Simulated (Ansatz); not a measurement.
Ansatz (a first-principles code) input (CCSD(T,full)/cc-pwCVTZ):
A basis named .json is the Basis Set Exchange file of that set.

Ansatz 0.2 input:
```yaml
crystal:
  periodic: [false, false, false]
  atoms:
    - {symbol: N, position_ang: [-0.15425100, 0.63571218, 0.00349027]}
    - {symbol: N, position_ang: [0.15425100, -0.63571218, -0.00349027]}
    - {symbol: H, position_ang: [-0.32662509, 1.10030571, 0.88708063]}
    - {symbol: H, position_ang: [-0.33611639, 1.10767314, -0.87427379]}
    - {symbol: H, position_ang: [0.33611639, -1.10767314, 0.87427379]}
    - {symbol: H, position_ang: [0.32662509, -1.10030571, -0.88708063]}
basis:
  gaussian:
    orbitals: cc-pwCVTZ.json
total_charge: 1
magnetization: {spin_polarized: true, initial_magnetization: 1}
correlation: {method: ccsd_t, frozen_orbitals: {H: 0, N: 0}}
```

End of the output:

```
integrals: 0.49 GiB planned
817 factors; integrals over basis functions are off by at most 9.3e-4 eV
mean field: 0.33 GiB planned
mean field evaluation 1: about -3016.5941 eV, gradient 2.9e1 eV
mean field evaluation 2: about -3016.5987 eV, gradient 2.9e1 eV
mean field evaluation 4: about -3019.6993 eV, gradient 1.8e0 eV
mean field evaluation 8: about -3019.7236 eV, gradient 2.0e-1 eV
mean field evaluation 16: about -3019.7188 eV, gradient 4.4e-1 eV
mean field -3019.72420409 eV, -110.9728176579 hartree, gradient 4.5e-6 eV, S^2 0.769952; 0 other end points of the search recorded, 0 dependent functions left out
reference -3019.72420409 eV, -110.9728176579 hartree; 9, 8 occupied and 133, 134 virtual orbitals, 817 factors
second order -13.76936675 eV of doubles, -0.00000000 eV of singles
coupled cluster: 1.42 GiB planned
cycle   1  -14.04548987 eV  change   -2.8e-1 eV  update   5.8e-2
cycle   2  -14.33030535 eV  change   -2.8e-1 eV  update   1.8e-2
cycle   3  -14.37209474 eV  change   -4.2e-2 eV  update   7.3e-3
cycle   4  -14.36991267 eV  change    2.2e-3 eV  update   1.8e-3
cycle   5  -14.37007620 eV  change   -1.6e-4 eV  update   4.8e-4
cycle   6  -14.37021720 eV  change   -1.4e-4 eV  update   1.4e-4
cycle   7  -14.37022303 eV  change   -5.8e-6 eV  update   3.7e-5
cycle   8  -14.37022684 eV  change   -3.8e-6 eV  update   1.2e-5
perturbative correction -0.44044034 eV, -0.0161858840 hartree
Total energy: -3034.53487128 eV, -111.5170996377 hartree
```
